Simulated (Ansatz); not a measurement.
## Litharge SnO

These are PBE+SOC (Ansatz, a quantum-chemistry and plane-wave program, plane waves, PAW) values and carry that method's errors.

Numerical settings: plane-wave cutoff 520 eV, 10×10×8 k mesh (along the axes of the cell as run), Fermi–Dirac smearing 0.01 eV, PAW data made under PBE.

Cell (relaxed at this level):

```cif
data_O2Sn2
_chemical_formula_sum 'Sn2 O2'
_space_group_name_H-M_alt 'P4/nmm :1'
_space_group_IT_number 129
_space_group_name_Hall 'P 4ab 2ab -1ab'
_cell_length_a 3.86594
_cell_length_b 3.86594
_cell_length_c 5.06838
_cell_angle_alpha 90.000
_cell_angle_beta 90.000
_cell_angle_gamma 90.000
loop_
_space_group_symop_operation_xyz
  'x, y, z'
  '-y+1/2, x+1/2, z'
  '-x, -y, z'
  'y+1/2, -x+1/2, z'
  'x+1/2, -y+1/2, -z'
  '-y, -x, -z'
  '-x+1/2, y+1/2, -z'
  'y, x, -z'
  '-x+1/2, -y+1/2, -z'
  'y, -x, -z'
  'x+1/2, y+1/2, -z'
  '-y, x, -z'
  '-x, y, z'
  'y+1/2, x+1/2, z'
  'x, -y, z'
  '-y+1/2, -x+1/2, z'
loop_
_atom_site_label
_atom_site_type_symbol
_atom_site_symmetry_multiplicity
_atom_site_Wyckoff_symbol
_atom_site_fract_x
_atom_site_fract_y
_atom_site_fract_z
_atom_site_occupancy
Sn1 Sn 2 c 0.00000 0.50000 0.22878 1
O1 O 2 a 0.00000 0.00000 0.00000 1
```

```yaml
bulk_modulus: 18.3 GPa
band_gap: 0.48 eV (indirect)
smallest_direct_gap_on_the_k_points_sampled: 1.92 eV
```

Measured, for comparison: bulk modulus 35 ± 1 GPa (temperature not stated, no zero-point or thermal correction, equation of state from high-pressure X-ray diffraction; as tabulated in Giefers, Porsch, Wortmann, Structural study of SnO at high pressure …). Computed (rounded) less measured: bulk modulus -48 %.

Note: for a layered or molecular solid the relaxed cell lies over 5 % above the published volume, where the minimum can be shallow; the cell comes from a level without a dispersion term, which matters for the spacing of layers, chains or molecules; the bulk modulus comes from volumes at which shape and atoms were relaxed.

The computed numbers hold no vibrational or temperature effects.

Computing time: about 40 core-minutes (a rough figure).
